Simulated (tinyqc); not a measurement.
Worked calculation (part 2 of 2): CIS on RHF in the sto-6g basis, for H2O, spin multiplicity 1. Computed by tinyqc, a small Python program that keeps every step (integrals from PySCF). Command: `OMP_NUM_THREADS=1 python tinyqc.py 30163 30164 out.jsonl` (the two numbers bound the seeds that draw the settings). One thread of a shared host (Intel(R) Xeon(R) Processor @ 2.60GHz), about 0.1 s of CPU time with the checks.

Geometry (angstrom):
```
atom        x         y        z
O     0.00000   0.00000  0.00000
H     0.00000   0.74300  0.53100
H     0.00000  -0.74300  0.53100
```

## CIS singlet states

CIS matrix A, singlet (hartree):
```
          1>6       1>7      2>6       2>7       3>6       3>7       4>6       4>7
1>6  20.38938   0.00000  0.01621   0.00000   0.00000  -0.02430  -0.01922   0.00000
1>7   0.00000  20.45226  0.00000   0.04663  -0.00173   0.00000   0.00000  -0.03099
2>6   0.01621   0.00000  1.51932   0.00000   0.00000   0.05611   0.05996   0.00000
2>7   0.00000   0.04663  0.00000   1.58167  -0.03115   0.00000   0.00000  -0.02028
3>6   0.00000  -0.00173  0.00000  -0.03115   0.85448   0.00000   0.00000   0.04081
3>7  -0.02430   0.00000  0.05611   0.00000   0.00000   1.12899   0.09473   0.00000
4>6  -0.01922   0.00000  0.05996   0.00000   0.00000   0.09473   0.65561   0.00000
4>7   0.00000  -0.03099  0.00000  -0.02028   0.04081   0.00000   0.00000   0.76537
5>6   0.00000   0.00000  0.00000   0.00000   0.00000   0.00000   0.00000   0.00000
5>7   0.00000   0.00000  0.00000   0.00000   0.00000   0.00000   0.00000   0.00000

         5>6      5>7
1>6  0.00000  0.00000
1>7  0.00000  0.00000
2>6  0.00000  0.00000
2>7  0.00000  0.00000
3>6  0.00000  0.00000
3>7  0.00000  0.00000
4>6  0.00000  0.00000
4>7  0.00000  0.00000
5>6  0.52224  0.00000
5>7  0.00000  0.61249
```

dipole integrals <i|r|a> (bohr), order 1>6, 1>7, 2>6, 2>7, 3>6, 3>7, 4>6, 4>7, 5>6, 5>7:
$$\begin{pmatrix}
0.00000 & 0.00000 & 0.03936 \\
0.00000 & 0.05484 & 0.00000 \\
0.00000 & 0.00000 & -0.11609 \\
0.00000 & -0.16931 & 0.00000 \\
0.00000 & -0.83477 & 0.00000 \\
0.00000 & 0.00000 & -0.59372 \\
0.00000 & 0.00000 & -0.39964 \\
0.00000 & -0.61736 & 0.00000 \\
0.07656 & 0.00000 & 0.00000 \\
0.00000 & 0.00000 & 0.00000
\end{pmatrix}$$

Diagonalise A (1 hartree = 27.211386 eV); each vector has its largest component positive (the first on a tie). The transition dipole is mu = sqrt2 sum c_ia <i|r|a>.

singlet excitation energies (eV): [14.21090, 16.66665, 17.27057, 20.39218, 23.63257, 30.90747, 41.72458, 43.08869, 554.82496, 556.53875]

lowest vectors, order 1>6, 1>7, 2>6, 2>7, 3>6, 3>7, 4>6, 4>7, 5>6, 5>7:
$$\begin{pmatrix}
0.00000 & 0.00000 & 0.00078 & 0.00000 & 0.00000 & 0.00154 \\
0.00000 & 0.00000 & 0.00000 & 0.00141 & 0.00053 & 0.00000 \\
0.00000 & 0.00000 & -0.05502 & 0.00000 & 0.00000 & -0.16875 \\
0.00000 & 0.00000 & 0.00000 & 0.00920 & 0.05087 & 0.00000 \\
0.00000 & 0.00000 & 0.00000 & -0.35962 & 0.93205 & 0.00000 \\
0.00000 & 0.00000 & -0.18187 & 0.00000 & 0.00000 & 0.97082 \\
0.00000 & 0.00000 & 0.98178 & 0.00000 & 0.00000 & 0.17038 \\
0.00000 & 0.00000 & 0.00000 & 0.93305 & 0.35873 & 0.00000 \\
1.00000 & 0.00000 & 0.00000 & 0.00000 & 0.00000 & 0.00000 \\
0.00000 & 1.00000 & 0.00000 & 0.00000 & 0.00000 & 0.00000
\end{pmatrix}$$

oscillator strengths 2/3 w |mu|^2: [0.00408, 0.00000, 0.06538, 0.07684, 1.17682, 0.59127]

## CIS matrix, triplets

orbital energies (hartree): MO1 -20.49393, MO2 -1.29442, MO3 -0.65266, MO4 -0.45459, MO5 -0.39795, MO6 0.63481, MO7 0.79778

Two-electron integrals over orbitals (pq|rs), unique and non-zero (hartree):
```
(11|11) 4.76088    (21|11) -0.42427   (21|21) 0.06135    (22|11) 1.01715
(22|21) -0.01350   (22|22) 0.73361    (31|31) 0.01138    (32|31) 0.01808
(32|32) 0.14843    (33|11) 0.81352    (33|21) -0.00411   (33|22) 0.65485
(33|33) 0.64645    (41|11) 0.18766    (41|21) -0.02370   (41|22) 0.01695
(41|33) 0.00618    (41|41) 0.03004    (42|11) -0.12218   (42|21) 0.00987
(42|22) 0.01158    (42|33) 0.00732    (42|41) 0.01957    (42|42) 0.12292
(43|31) -0.00352   (43|32) 0.01719    (43|43) 0.04485    (44|11) 1.02761
(44|21) -0.01411   (44|22) 0.68515    (44|33) 0.61141    (44|41) -0.01254
(44|42) -0.10513   (44|44) 0.81187    (51|51) 0.02674    (52|51) 0.03223
(52|52) 0.14418    (53|53) 0.02966    (54|51) -0.01331   (54|52) -0.04571
(54|54) 0.05702    (55|11) 1.11707    (55|21) -0.01116   (55|22) 0.74946
(55|33) 0.63806    (55|41) 0.00461    (55|42) -0.06248   (55|44) 0.74219
(55|55) 0.88066    (61|11) -0.26923   (61|21) 0.04178    (61|22) -0.00201
(61|33) -0.00013   (61|41) -0.00307   (61|42) 0.02025    (61|44) -0.01967
(61|55) -0.00628   (61|61) 0.03669    (62|11) 0.33164    (62|21) -0.00812
(62|22) 0.14637    (62|33) 0.07800    (62|41) 0.01892    (62|42) 0.01939
(62|44) 0.10028    (62|55) 0.16426    (62|61) 0.00429    (62|62) 0.10435
(63|31) 0.00320    (63|32) -0.04340   (63|43) -0.02608   (63|63) 0.07239
(64|11) 0.19390    (64|21) -0.00085   (64|22) 0.08735    (64|33) 0.04022
(64|41) 0.00343    (64|42) -0.02014   (64|44) 0.11104    (64|55) 0.10289
(64|61) 0.00158    (64|62) 0.06103    (64|64) 0.05827    (65|51) 0.01688
(65|52) 0.06207    (65|54) -0.00387   (65|65) 0.04020    (66|11) 0.81275
(66|21) -0.00762   (66|22) 0.61861    (66|33) 0.57779    (66|41) 0.02239
(66|42) 0.06211    (66|44) 0.55034    (66|55) 0.59093    (66|61) 0.00696
(66|62) 0.09644    (66|64) 0.04210    (66|66) 0.60055    (71|31) 0.01627
(71|32) 0.02389    (71|43) -0.00526   (71|63) 0.00417    (71|71) 0.02335
(72|31) 0.01373    (72|32) 0.03748    (72|43) -0.03320   (72|63) 0.03623
(72|71) 0.01854    (72|72) 0.06029    (73|11) 0.36367    (73|21) -0.00750
(73|22) 0.13542    (73|33) 0.09282    (73|41) -0.00117   (73|42) -0.07259
(73|44) 0.16723    (73|55) 0.18718    (73|61) -0.00711   (73|62) 0.07986
(73|64) 0.06869    (73|66) 0.03672    (73|73) 0.14947    (74|31) -0.00978
(74|32) -0.07584   (74|43) 0.00733    (74|63) 0.04173    (74|71) -0.01359
(74|72) -0.01680   (74|74) 0.06636    (75|53) 0.02369    (75|75) 0.02438
(76|31) 0.01008    (76|32) 0.10360    (76|43) 0.04266    (76|63) -0.06717
(76|71) 0.01344    (76|72) -0.00998   (76|74) -0.05686   (76|76) 0.11921
(77|11) 0.88615    (77|21) -0.00955   (77|22) 0.63111    (77|33) 0.62039
(77|41) 0.00381    (77|42) -0.01331   (77|44) 0.61972    (77|55) 0.63200
(77|61) -0.00588   (77|62) 0.07290    (77|64) 0.03740    (77|66) 0.57122
(77|73) 0.09587    (77|77) 0.62843
```

A(ia,jb) = (e_a - e_i) d_ij d_ab - (ij|ab).

CIS matrix A, triplet (hartree):
```
          1>6       1>7       2>6       2>7       3>6       3>7       4>6       4>7
1>6  20.31600   0.00000   0.00762   0.00000   0.00000  -0.01008  -0.02239   0.00000
1>7   0.00000  20.40556   0.00000   0.00955  -0.01008   0.00000   0.00000  -0.00381
2>6   0.00762   0.00000   1.31062   0.00000   0.00000  -0.10360  -0.06211   0.00000
2>7   0.00000   0.00955   0.00000   1.46109  -0.10360   0.00000   0.00000   0.01331
3>6   0.00000  -0.01008   0.00000  -0.10360   0.70969   0.00000   0.00000  -0.04266
3>7  -0.01008   0.00000  -0.10360   0.00000   0.00000   0.83006  -0.04266   0.00000
4>6  -0.02239   0.00000  -0.06211   0.00000   0.00000  -0.04266   0.53906   0.00000
4>7   0.00000  -0.00381   0.00000   0.01331  -0.04266   0.00000   0.00000   0.63265
5>6   0.00000   0.00000   0.00000   0.00000   0.00000   0.00000   0.00000   0.00000
5>7   0.00000   0.00000   0.00000   0.00000   0.00000   0.00000   0.00000   0.00000

         5>6      5>7
1>6  0.00000  0.00000
1>7  0.00000  0.00000
2>6  0.00000  0.00000
2>7  0.00000  0.00000
3>6  0.00000  0.00000
3>7  0.00000  0.00000
4>6  0.00000  0.00000
4>7  0.00000  0.00000
5>6  0.44184  0.00000
5>7  0.00000  0.56374
```

## CIS triplet states

Diagonalise A (1 hartree = 27.211386 eV); each vector has its largest component positive (the first on a tie).

triplet excitation energies (eV): [12.02294, 14.29259, 15.34002, 16.66742, 19.46611, 22.28665, 36.33939, 40.15131, 552.82733, 555.26395]

lowest vectors, order 1>6, 1>7, 2>6, 2>7, 3>6, 3>7, 4>6, 4>7, 5>6, 5>7:
$$\begin{pmatrix}
0.00000 & 0.00116 & 0.00000 & 0.00000 & 0.00000 & 0.00021 \\
0.00000 & 0.00000 & 0.00000 & 0.00038 & 0.00031 & 0.00000 \\
0.00000 & 0.10009 & 0.00000 & 0.00000 & 0.00000 & 0.17988 \\
0.00000 & 0.00000 & 0.00000 & 0.03918 & 0.13139 & 0.00000 \\
0.00000 & 0.00000 & 0.00000 & 0.43641 & 0.88952 & 0.00000 \\
0.00000 & 0.17122 & 0.00000 & 0.00000 & 0.00000 & 0.96574 \\
0.00000 & 0.98013 & 0.00000 & 0.00000 & 0.00000 & -0.18708 \\
0.00000 & 0.00000 & 0.00000 & 0.89889 & -0.43759 & 0.00000 \\
1.00000 & 0.00000 & 0.00000 & 0.00000 & 0.00000 & 0.00000 \\
0.00000 & 0.00000 & 1.00000 & 0.00000 & 0.00000 & 0.00000
\end{pmatrix}$$
